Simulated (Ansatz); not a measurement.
This geometry of C4H7NO (13 atoms, charge 0, multiplicity 1) is a first-order saddle point.

The calculation used RKS B3LYP-D4/6-31G in Ansatz.

```xyz
13
Properties=species:S:1:pos:R:3
C -0.222 -1.502 1.790
C 0.665 -0.587 1.377
C 0.528 0.240 0.155
N 1.340 1.092 -0.244
O -0.679 -0.075 -0.515
C -0.940 0.667 -1.736
H -0.060 -2.076 2.697
H -1.129 -1.698 1.230
H 1.575 -0.388 1.936
H 1.986 1.766 -0.564
H -1.898 0.297 -2.099
H -0.993 1.742 -1.535
H -0.153 0.488 -2.476
```

(1) Which two structures does it join? (They come from a converged band through this point; their orientation in space is the band's.)

(2) How far does it lie above each of them?

Answers

(1) No bond is made or broken. The dihedral O5–C3–N4–H10 changes from 0 to -180° by way of a nearly straight angle C3–N4–H10 (up to 180°), not by a turn about the bond.

Image 0:

```xyz
13
Properties=species:S:1:pos:R:3
C -0.300 -1.532 1.770
C 0.635 -0.639 1.422
C 0.572 0.211 0.227
N 1.513 1.045 -0.033
O -0.589 -0.018 -0.519
C -0.788 0.761 -1.730
H -0.196 -2.133 2.668
H -1.189 -1.684 1.169
H 1.529 -0.480 2.016
H 1.405 1.607 -0.882
H -1.742 0.423 -2.132
H -0.838 1.833 -1.506
H 0.009 0.572 -2.457
```

Image 6:

```xyz
13
Properties=species:S:1:pos:R:3
C -0.212 -1.469 1.741
C 0.657 -0.543 1.316
C 0.481 0.259 0.093
N 1.277 1.154 -0.378
O -0.688 -0.035 -0.571
C -0.952 0.709 -1.802
H -0.036 -2.035 2.650
H -1.120 -1.679 1.187
H 1.566 -0.336 1.875
H 2.119 1.300 0.186
H -1.914 0.336 -2.150
H -0.992 1.782 -1.597
H -0.164 0.523 -2.535
```

(2) 0.74 eV above the first and 0.82 eV above the second. This is the barrier of this one path; another mechanism may lie lower. Limits of this set-up: no polarisation functions.

Time of the run: 2.7 min on 1 thread of Arm Neoverse V1, with other jobs on the host, peak memory 0.16 GiB.
